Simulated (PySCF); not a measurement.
Ligands exchanged one at a time, Al F-OH. Gas-phase values, no solvent. One relaxed conformer stands for each flexible species; it need not be the lowest. Strings in code marks are SMILES.

The four lowest singlet excitations (Tamm–Dancoff). Level of theory: PySCF with PBE0-D3(BJ)/def2-TZVP. Excitations are Tamm–Dancoff values on a coarser integration grid. The basis has no diffuse functions, so Rydberg states are missing or too high.

```json
[
 {"state": "S1", "energy (eV)": "7.21", "wavelength (nm)": "172", "oscillator strength": "0.049"},
 {"state": "S2", "energy (eV)": "7.74", "wavelength (nm)": "160", "oscillator strength": "0.044"},
 {"state": "S3", "energy (eV)": "8.86", "wavelength (nm)": "140", "oscillator strength": "0.028"},
 {"state": "S4", "energy (eV)": "9.00", "wavelength (nm)": "138", "oscillator strength": "0.000"}
]
```

Task: Identify which member gives these states.
A. `[F][Al]([F])[F]`
B. `[OH][Al]([OH])[F]` (H–O–Al–F torsion 180°, F–Al–O–H torsion 0°)
C. `[OH][Al]([OH])[OH]`
D. `[OH][Al]([F])[F]` (H–O–Al–F torsion 0°)

Result: D, `[OH][Al]([F])[F]` (H–O–Al–F torsion 0°)
